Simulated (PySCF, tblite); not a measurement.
# SiH₃Cl: protonation, part 2 of 2

tblite 0.8.0 and PySCF 2.14.0. Atoms count from 0.

### Step 15. Protonation: CCSD(T)/ma-def2-TZVP

This step combines the energies above: geometries from PBE0-D3(BJ)/def2-SVP, zero-point and thermal terms from PBE0-D3(BJ)/def2-SVP.

Job settings and geometry (Å):

```
{"job": {"kind": "pa", "geom": {"xc": "PBE0", "basis": "def2-SVP", "d3": "d3bj", "grid": 1}, "hess": 1, "level": {"xc": "CCSD(T)", "basis": "ma-def2-TZVP"}}, "charge": 0, "multiplicity": 1}
Si    -0.114281    -0.003291    -0.013319
Cl     1.949142     0.105021     0.062185
H     -0.507629    -1.022164    -1.025343
H     -0.652540     1.330985    -0.396695
H     -0.625054    -0.394153     1.329544
```

Output (the driver's rows laid out field by field):

```text
protonation site by site, CCSD(T)/ma-def2-TZVP // PBE0-D3(BJ)/def2-SVP

row 1
  formula                 ClH4Si
  charge                  1
  multiplicity            1
  smiles                  [SiH3][ClH+]
  kept                    yes
  pieces                  1
  point_group             Cs
  atom                    1
  element                 Cl
  electronic              657.7
  enthalpy                641.24
  free_energy             617.82
  share_gas               1.0
```

Wall time 40 s (1 thread of Arm Neoverse V1, shared host); peak memory 0.8 GiB.

Energy given off on adding a proton (kJ/mol, gas phase, 298 K for the thermal columns):

| site | product | electronic | enthalpy | free energy |
| --- | --- | --- | --- | --- |
| Cl1 | [SiH3][ClH+] | 657.7 | 641.2 | 617.8 |

### Step 16. Single point (SiH₃Cl): wavefunction

Geometry: PBE0-D3(BJ)/def2-SVP.

Job settings and geometry (Å):

```
{"job": {"kind": "sp", "xc": "MP2", "basis": "ma-def2-TZVP", "grid": 2}, "charge": 0, "multiplicity": 1}
Si    -0.114281    -0.003291    -0.013319
Cl     1.949142     0.105021     0.062185
H     -0.507629    -1.022164    -1.025343
H     -0.652540     1.330985    -0.396695
H     -0.625054    -0.394153     1.329544
```

Method: wavefunction single point, frozen core, gas phase.

The log of the run:

```text
final grid: 39792 points
cycle   1  E = -750.2136780162  dE = -1.662e-01  |g| = 2.903e-01  |ddm| = 1.460e+00
cycle   2  E = -750.2434146141  dE = -2.974e-02  |g| = 1.209e-01  |ddm| = 3.403e-01
cycle   3  E = -750.2473391304  dE = -3.925e-03  |g| = 2.763e-02  |ddm| = 1.118e-01
cycle   4  E = -750.2477120446  dE = -3.729e-04  |g| = 5.394e-03  |ddm| = 3.777e-02
cycle   5  E = -750.2477284266  dE = -1.638e-05  |g| = 1.148e-03  |ddm| = 7.931e-03
cycle   6  E = -750.2477294297  dE = -1.003e-06  |g| = 3.451e-04  |ddm| = 2.256e-03
cycle   7  E = -750.2477295232  dE = -9.348e-08  |g| = 8.420e-05  |ddm| = 8.030e-04
cycle   8  E = -750.2477295289  dE = -5.689e-09  |g| = 2.131e-05  |ddm| = 2.227e-04
converged SCF energy = -750.2477295289
E(HF, exact integrals) = -750.2477770485
E(MP2) = -750.5553687005
```

Run time: 1.6 s. Hardware: 1 thread of Arm Neoverse V1, shared host.

### Step 17. Single point (SiH4Cl+): wavefunction

Geometry: PBE0-D3(BJ)/def2-SVP.

Job settings and geometry (Å):

```
{"job": {"kind": "sp", "xc": "MP2", "basis": "ma-def2-TZVP", "grid": 2}, "charge": 1, "multiplicity": 1}
Si    -0.174333     0.010304    -0.032037
Cl     2.093255    -0.367646    -0.366791
H     -0.634317    -1.045255    -0.957100
H     -0.277171     1.414920    -0.479494
H     -0.274706    -0.249325     1.419312
H      2.627093     0.522752     0.425290
```

Level: wavefunction single point, frozen core, gas phase.

The log of the run:

```text
final grid: 45160 points
cycle   1  E = -750.4376711752  dE =  1.197e-01  |g| = 3.712e-01  |ddm| = 1.529e+00
cycle   2  E = -750.4938754206  dE = -5.620e-02  |g| = 1.184e-01  |ddm| = 4.054e-01
cycle   3  E = -750.4977653869  dE = -3.890e-03  |g| = 3.045e-02  |ddm| = 1.123e-01
cycle   4  E = -750.4982664335  dE = -5.010e-04  |g| = 7.347e-03  |ddm| = 4.035e-02
cycle   5  E = -750.4983009095  dE = -3.448e-05  |g| = 1.828e-03  |ddm| = 9.586e-03
cycle   6  E = -750.4983029937  dE = -2.084e-06  |g| = 5.837e-04  |ddm| = 2.498e-03
cycle   7  E = -750.4983031799  dE = -1.862e-07  |g| = 8.952e-05  |ddm| = 9.641e-04
cycle   8  E = -750.4983031854  dE = -5.475e-09  |g| = 1.610e-05  |ddm| = 1.553e-04
converged SCF energy = -750.4983031854
E(HF, exact integrals) = -750.4983477921
E(MP2) = -750.8020356802
```

It took 2 s on 1 thread of Arm Neoverse V1, shared host.

### Step 18. Protonation: MP2/ma-def2-TZVP

This step combines the energies above: geometries from PBE0-D3(BJ)/def2-SVP, zero-point and thermal terms from PBE0-D3(BJ)/def2-SVP.

Job settings and geometry (Å):

```
{"job": {"kind": "pa", "geom": {"xc": "PBE0", "basis": "def2-SVP", "d3": "d3bj", "grid": 1}, "hess": 1, "level": {"xc": "MP2", "basis": "ma-def2-TZVP"}}, "charge": 0, "multiplicity": 1}
Si    -0.114281    -0.003291    -0.013319
Cl     1.949142     0.105021     0.062185
H     -0.507629    -1.022164    -1.025343
H     -0.652540     1.330985    -0.396695
H     -0.625054    -0.394153     1.329544
```

Output (the driver's rows laid out field by field):

```text
protonation site by site, MP2/ma-def2-TZVP // PBE0-D3(BJ)/def2-SVP

row 1
  formula                 ClH4Si
  charge                  1
  multiplicity            1
  smiles                  [SiH3][ClH+]
  kept                    yes
  pieces                  1
  point_group             Cs
  atom                    1
  element                 Cl
  electronic              647.62
  enthalpy                631.17
  free_energy             607.75
  share_gas               1.0
```

Wall time 3.7 s (1 thread of Arm Neoverse V1, shared host).

Energy given off on adding a proton (kJ/mol, gas phase, 298 K for the thermal columns):

| site | product | electronic | enthalpy | free energy |
| --- | --- | --- | --- | --- |
| Cl1 | [SiH3][ClH+] | 647.6 | 631.2 | 607.8 |

### Step 19. Single point (SiH₃Cl): HF/ma-def2-TZVP

Geometry: PBE0-D3(BJ)/def2-SVP.

Job settings and geometry (Å):

```
{"job": {"kind": "sp", "xc": "HF", "basis": "ma-def2-TZVP", "grid": 2}, "charge": 0, "multiplicity": 1}
Si    -0.114281    -0.003291    -0.013319
Cl     1.949142     0.105021     0.062185
H     -0.507629    -1.022164    -1.025343
H     -0.652540     1.330985    -0.396695
H     -0.625054    -0.394153     1.329544
```

The log of the run:

```text
final grid: 39792 points
cycle   1  E = -750.2136780162  dE = -1.662e-01  |g| = 2.903e-01  |ddm| = 1.460e+00
cycle   2  E = -750.2434146141  dE = -2.974e-02  |g| = 1.209e-01  |ddm| = 3.403e-01
cycle   3  E = -750.2473391304  dE = -3.925e-03  |g| = 2.763e-02  |ddm| = 1.118e-01
cycle   4  E = -750.2477120446  dE = -3.729e-04  |g| = 5.394e-03  |ddm| = 3.777e-02
cycle   5  E = -750.2477284266  dE = -1.638e-05  |g| = 1.148e-03  |ddm| = 7.931e-03
cycle   6  E = -750.2477294297  dE = -1.003e-06  |g| = 3.451e-04  |ddm| = 2.256e-03
cycle   7  E = -750.2477295232  dE = -9.348e-08  |g| = 8.420e-05  |ddm| = 8.030e-04
cycle   8  E = -750.2477295289  dE = -5.689e-09  |g| = 2.131e-05  |ddm| = 2.227e-04
converged SCF energy = -750.2477295289
```

Wall time 0.38 s (1 thread of Arm Neoverse V1, shared host).

### Step 20. Single point (SiH₄Cl+): HF/ma-def2-TZVP

Geometry: PBE0-D3(BJ)/def2-SVP.

Job settings and geometry (Å):

```
{"job": {"kind": "sp", "xc": "HF", "basis": "ma-def2-TZVP", "grid": 2}, "charge": 1, "multiplicity": 1}
Si    -0.174333     0.010304    -0.032037
Cl     2.093255    -0.367646    -0.366791
H     -0.634317    -1.045255    -0.957100
H     -0.277171     1.414920    -0.479494
H     -0.274706    -0.249325     1.419312
H      2.627093     0.522752     0.425290
```

The log of the run:

```text
final grid: 45160 points
cycle   1  E = -750.4376711752  dE =  1.197e-01  |g| = 3.712e-01  |ddm| = 1.529e+00
cycle   2  E = -750.4938754206  dE = -5.620e-02  |g| = 1.184e-01  |ddm| = 4.054e-01
cycle   3  E = -750.4977653869  dE = -3.890e-03  |g| = 3.045e-02  |ddm| = 1.123e-01
cycle   4  E = -750.4982664335  dE = -5.010e-04  |g| = 7.347e-03  |ddm| = 4.035e-02
cycle   5  E = -750.4983009095  dE = -3.448e-05  |g| = 1.828e-03  |ddm| = 9.586e-03
cycle   6  E = -750.4983029937  dE = -2.084e-06  |g| = 5.837e-04  |ddm| = 2.498e-03
cycle   7  E = -750.4983031799  dE = -1.862e-07  |g| = 8.952e-05  |ddm| = 9.641e-04
cycle   8  E = -750.4983031854  dE = -5.475e-09  |g| = 1.610e-05  |ddm| = 1.553e-04
converged SCF energy = -750.4983031854
```

Run time: 0.44 s. Hardware: 1 thread of Arm Neoverse V1, shared host.

### Step 21. Protonation: HF/ma-def2-TZVP

This step combines the energies above: geometries from PBE0-D3(BJ)/def2-SVP, zero-point and thermal terms from PBE0-D3(BJ)/def2-SVP.

Job settings and geometry (Å):

```
{"job": {"kind": "pa", "geom": {"xc": "PBE0", "basis": "def2-SVP", "d3": "d3bj", "grid": 1}, "hess": 1, "level": {"xc": "HF", "basis": "ma-def2-TZVP"}}, "charge": 0, "multiplicity": 1}
Si    -0.114281    -0.003291    -0.013319
Cl     1.949142     0.105021     0.062185
H     -0.507629    -1.022164    -1.025343
H     -0.652540     1.330985    -0.396695
H     -0.625054    -0.394153     1.329544
```

Output (the driver's rows laid out field by field):

```text
protonation site by site, HF/ma-def2-TZVP // PBE0-D3(BJ)/def2-SVP

row 1
  formula                 ClH4Si
  charge                  1
  multiplicity            1
  smiles                  [SiH3][ClH+]
  kept                    yes
  pieces                  1
  point_group             Cs
  atom                    1
  element                 Cl
  electronic              657.88
  enthalpy                641.42
  free_energy             618.01
  share_gas               1.0
```

It took 0.9 s on 1 thread of Arm Neoverse V1, shared host.

Energy given off on adding a proton (kJ/mol, gas phase, 298 K for the thermal columns):

| site | product | electronic | enthalpy | free energy |
| --- | --- | --- | --- | --- |
| Cl1 | [SiH3][ClH+] | 657.9 | 641.4 | 618.0 |

### Step 22. What came out

What follows sums up all 2 parts.

| quantity | value |
| --- | --- |
| strongest single infrared mode (GFN2-xTB) | 778 cm⁻¹, 659 km/mol |
| zero-point energy (GFN2-xTB) | 15.5 kcal/mol |
| point group | C3v |
| rotational constants (main isotopes) | 84.21, 6.55, 6.55 GHz |
| proton affinity (−ΔH), Cl1 (B3LYP-D3(BJ)/def2-TZVP) | 649.4 kJ/mol |
| proton affinity (−ΔH), Cl1 (CCSD(T)/ma-def2-TZVP) | 641.2 kJ/mol |
| proton affinity (−ΔH), Cl1 (MP2/ma-def2-TZVP) | 631.2 kJ/mol |
| proton affinity (−ΔH), Cl1 (HF/ma-def2-TZVP) | 641.4 kJ/mol |

In words: No mode is imaginary among the 9: a minimum at this level. The strongest single mode, at 778 cm⁻¹, has its largest shares on H3, H2 and H4 (the list is cut at 3 atoms). Unscaled tight-binding wavenumbers are off by several per cent, some by more. Its intensities can rank the bands wrongly. The optimisation took 3 steps and gained 0.067 eV; among the close pairs (by a distance rule), Si0–Cl1 changed most, from 2.010 to 2.068 Å (PBE0/def2-SVP). The proton affinity (−ΔH) at Cl1 is 649.4 kJ/mol at B3LYP-D3(BJ)/def2-TZVP; zero-point and thermal terms move it by -16.5 kJ/mol from the electronic value.
